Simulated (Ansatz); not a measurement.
Tetramethylammonium (`C[N+](C)(C)C`), one more setting.

```yaml
crystal:
  periodic: [false, false, false]
  atoms:
    - {symbol: C, position_ang: [-0.234035, 0.553805, -1.362793]}
    - {symbol: N, position_ang: [-0.000003, -0.000001, 0.000005]}
    - {symbol: C, position_ang: [1.350265, 0.409547, 0.477226]}
    - {symbol: C, position_ang: [-0.079923, -1.486623, -0.047724]}
    - {symbol: C, position_ang: [-1.036298, 0.523269, 0.933283]}
    - {symbol: H, position_ang: [-0.171604, 1.639742, -1.318180]}
    - {symbol: H, position_ang: [0.526329, 0.164377, -2.037582]}
    - {symbol: H, position_ang: [-1.223276, 0.251169, -1.701854]}
    - {symbol: H, position_ang: [1.512746, -0.001225, 1.472223]}
    - {symbol: H, position_ang: [1.398285, 1.496619, 0.510599]}
    - {symbol: H, position_ang: [2.100101, 0.024529, -0.211732]}
    - {symbol: H, position_ang: [0.090441, -1.881700, 0.952293]}
    - {symbol: H, position_ang: [0.681772, -1.859496, -0.730318]}
    - {symbol: H, position_ang: [-1.068843, -1.775987, -0.399086]}
    - {symbol: H, position_ang: [-0.856093, 0.114614, 1.926095]}
    - {symbol: H, position_ang: [-2.018699, 0.217720, 0.577376]}
    - {symbol: H, position_ang: [-0.971143, 1.609630, 0.960168]}
basis:
  gaussian: {orbitals: def2-mTZVPP}
total_charge: 1
hamiltonian: {xc: {name: r2SCANh}, dispersion: d3bj}
accuracy: high
```

```sh
$ ansatz run in.yaml --threads 4 --pin off --events-out ev --progress --plain --max-ram 11315MiB
```

Shortened log:

```
Warning: the engine holds no damping parameters fitted to this dispersion correction and functional, so the run takes those fitted to r2scanh beside the three-body term, which d3bj leaves out (hamiltonian.dispersion, under Limitations)
Functional definition: r2SCANh
3762 factors; integrals over basis functions are off by at most 5.8e-9 eV
mean field evaluation 1: about -5809.9748 eV, gradient 8.2e1 eV
mean field evaluation 2: about -5801.2676 eV, gradient 1.0e2 eV
mean field evaluation 4: about -5825.2457 eV, gradient 5.3e0 eV
mean field evaluation 8: about -5825.4465 eV, gradient 6.4e-2 eV
mean field evaluation 16: about -5825.4465 eV, gradient 8.1e-7 eV
mean field -5825.44652295 eV, -214.0812110890 hartree, gradient 1.2e-8 eV, S^2 0.000000; 0 other end points of the search recorded, 0 dependent functions left out
reference -5825.44652366 eV, -214.0812111151 hartree; 21, 21 occupied and 139, 139 virtual orbitals, 3762 factors
Total energy: -5825.55521141 eV, -214.0852053163 hartree
```

Run time 3.9 s (4 threads of an AMD EPYC 9R45 on a shared host); peak host memory 0.99 GiB.
